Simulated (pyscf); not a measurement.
GaH₃ → GaH [singlet] + H₂, a 1,1-elimination (singlet surface; Ga–H, Ga–H broken, H–H formed). Single points on ωB97X-D3(BJ)/def2-SVP structures (PySCF, gas phase). Energies in eV from the reactant's lowest minimum found.

Small-basis levels: PySCF, no dispersion term, spherical d functions. AM1 to PM7: differences of heats of formation from MOPAC, which are fitted to 298 K values and so differ in kind from electronic energies by zero-point and thermal terms. 

```
level                   barrier  reaction energy
----------------------  -------  ---------------
HF/6-31G*+LANL2DZ           [?]            +0.74
SVWN5/6-31G*+LANL2DZ       2.32            +1.00
PBE/6-31G*+LANL2DZ          [?]            +0.82
B3LYP/3-21G                2.68            +1.20
B3LYP/LANL2DZ              2.74            +0.86
B3LYP/6-31G*+LANL2DZ       2.73            +0.81
PM6                        2.56            +0.36
ωB97M-D3(BJ)/def2-TZVP      [?]            +0.83
```

Some entries are withheld; supply them.


- HF/6-31G*+LANL2DZ, barrier: 3.50
- PBE/6-31G*+LANL2DZ, barrier: 2.44
- ωB97M-D3(BJ)/def2-TZVP, barrier: 2.64

Against the last row the barrier runs from -0.32 (SVWN5/6-31G*+LANL2DZ) to +0.87 eV (HF/6-31G*+LANL2DZ). ωB97M-D3(BJ)/def2-TZVP has limits of its own. One saddle was located; it need not be the lowest between these sides. In the def2 sets elements up to Kr have no core potential.
